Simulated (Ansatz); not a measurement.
Input file:

```yaml
crystal:
  periodic: [false, false, false]
  atoms:
    - {symbol: B, position_ang: [0.000000, 0.000000, 0.000000]}
    - {symbol: S, position_ang: [0.000000, 0.000000, 2.030000]}
basis:
  gaussian: {orbitals: "6-31G*"}
total_charge: 1
magnetization: {spin_polarized: false, initial_magnetization: 2}
correlation: {method: fic_mrcisd_q, electrons: all, active_space: {window: {electrons: 4, orbitals: 4}, states: [{multiplicity: 3, irrep: T2g, weights: [1]}]}}
scf: {lower_state_search: light}
```

```sh
$ ansatz run in.yaml --threads 1 --pin off --events-out ev --progress --plain --max-ram 2393MiB
```

(1) One thing in this input was set wrong on purpose, beside settings that are merely unusual. What is the gravest fault, and what does the program do?

## Answers

(1) Irrep not in the group. How the run ends: stopped by an error.
```
535 factors; integrals over basis functions are off by at most 1.3e-7 eV
mean field evaluation 1: about -11474.1038 eV, gradient 1.7e1 eV
mean field evaluation 2: about -11474.1161 eV, gradient 1.7e1 eV
mean field evaluation 4: about -11476.0668 eV, gradient 2.2e0 eV
mean field evaluation 8: about -11476.2994 eV, gradient 5.3e-1 eV
mean field evaluation 16: about -11472.2369 eV, gradient 2.5e1 eV
mean field evaluation 32: about -11476.3098 eV, gradient 4.8e-6 eV
mean field -11476.30976504 eV, -421.7466049433 hartree, gradient 9.0e-6 eV, S^2 2.000000; 4 other end points of the search recorded, 0 dependent functions left out
reference -11476.30976504 eV, -421.7466049433 hartree; 11, 9 occupied and 23, 25 virtual orbitals, 535 factors
Error: the irrep T2g is not accepted for these orbitals, which take A1, B1, B2, A2, or 1 to 4
```
